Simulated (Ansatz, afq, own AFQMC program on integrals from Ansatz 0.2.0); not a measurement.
**CH2, triplet in def2-TZVP, levels against CCSDT(Q)**

```xyz
3

C    -0.7886    1.5380   -0.5753
H    -1.2219    1.7941   -1.5417
H    -0.3634    2.1163    0.2446
```

Basis def2-TZVP. Noble-gas cores (and the filled d shells of Ga–Kr and In–Xe) are frozen. Integrals, coupled cluster, full CI and functionals: Ansatz 0.2.0; the random walks run on the same integrals in our own AFQMC program. The CISD trial takes its coefficients from CCSD amplitudes. Released means that phaseless walkers are propagated on without the constraint, phases kept. Free AFQMC starts from the CCSD state and is never constrained. Its projection time is finite, and what remains of the start isn't in its error. ± is one standard error of the sampling.

Determinant: UHF, the one that the program's search chose, which needn't be the lowest solution. The geometry is a PBE0/def2-SVP stationary point of this or a neighbouring charge and spin state.

No full CI on the walks' own integrals is used here; CCSDT(Q) serves as the reference and is uncertain by about the last step of the cluster series.

- T1 diagnostic: 0.0116
- weight of the determinant in the CISD state: 0.947
- ⟨S²⟩ of the determinant: 2.017
- size of the correlated space: 6 electrons in 42 orbitals

Reference: CCSDT(Q), correlation energy -3.704 eV. The released energy is read at 1.50 1/Eh (meV from the phaseless value at times in 1/Eh: 0.0 ± 1.1 at 0.24, -0.7 ± 1.1 at 0.50, -1.5 ± 0.6 at 1.00, -1.6 ± 0.9 at 1.50).

```tsv
level	E − E(reference) (mEh)	share of correlation (%)
HF	136.11	0.00
MP2	23.64	82.63
CCSD	3.74	97.25
CCSD(T)	0.57	99.58
CCSDT	0.07	99.95
ph-AFQMC/HF	-0.76 ± 0.42	100.56
ph-AFQMC/CISD	0.07 ± 0.04	99.95
released AFQMC	0.01 ± 0.03	99.99
free AFQMC	-0.08 ± 0.06	100.06
```

Free projections are given only where their last times agree within the noise and don't stop above the reference; a slow remainder of the start can still hide under it. A walk keeps the symmetry of its determinant, which the program's search chose and which needn't be the lowest solution, so a lower state of the same spin and another symmetry isn't excluded. Released energies are given only where the last usable release times agree within the noise; a slower fall can still hide under it.
